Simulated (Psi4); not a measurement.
Psi4 input (wB97X-D/6-31G*):

```
memory 1500 MB

molecule {
0 1
C     1.52595049    0.66962465   -0.00514131
C     0.01306672    0.83177596    0.01107469
S    -0.76842299   -0.82795444   -0.00401662
H    -2.04530251   -0.41196503    0.01342695
H    -0.30620621    1.36414052    0.90638732
H    -0.32262366    1.38796375   -0.86351038
H     2.00875442    1.64843170    0.00355520
H     1.87121493    0.11325855    0.86772264
H     1.85482770    0.13703792   -0.89891611
symmetry c1
no_reorient
no_com
}

set {
  basis 6-31G*
  reference rks
  scf_type pk
  dft_radial_points 99
  dft_spherical_points 590
  e_convergence 1e-8
  d_convergence 1e-7
  maxiter 150
}

e = energy('wb97x-d')
print_out(f'\nFINAL {e:.10f} DIPOLE {variable("CURRENT DIPOLE")[0]:.6f} {variable("CURRENT DIPOLE")[1]:.6f} {variable("CURRENT DIPOLE")[2]:.6f}\n')
```

From the last part of the output:

```
    One-Electron Energy =                -869.2223477655760462
    Two-Electron Energy =                 311.4615792159375474
    DFT Exchange-Correlation Energy =     -27.5408456912637334
    Empirical Dispersion Energy =          -0.0025049911297185
    VV10 Nonlocal Energy =                  0.0000000000000000
    Total Energy =                       -477.9671899994492037

Computation Completed

Properties will be evaluated at   0.000000,   0.000000,   0.000000 [a0]

Properties computed using the SCF density matrix

 Multipole Moments:

 ------------------------------------------------------------------------------------
     Multipole            Electronic (a.u.)      Nuclear  (a.u.)        Total (a.u.)
 ------------------------------------------------------------------------------------

 L = 1.  Multiply by 2.5417464519 to convert [e a0] to [Debye]
 Dipole X            :         -0.0144899            0.0000002           -0.0144897
 Dipole Y            :          0.7278471            0.0000001            0.7278472
 Dipole Z            :          0.0099314           -0.0000000            0.0099314
 Magnitude           :                                                    0.7280591

 ------------------------------------------------------------------------------------

FINAL -477.9671899994 DIPOLE -0.014490 0.727847 0.009931

*** Psi4 exiting successfully. Buy a developer a beer!
```
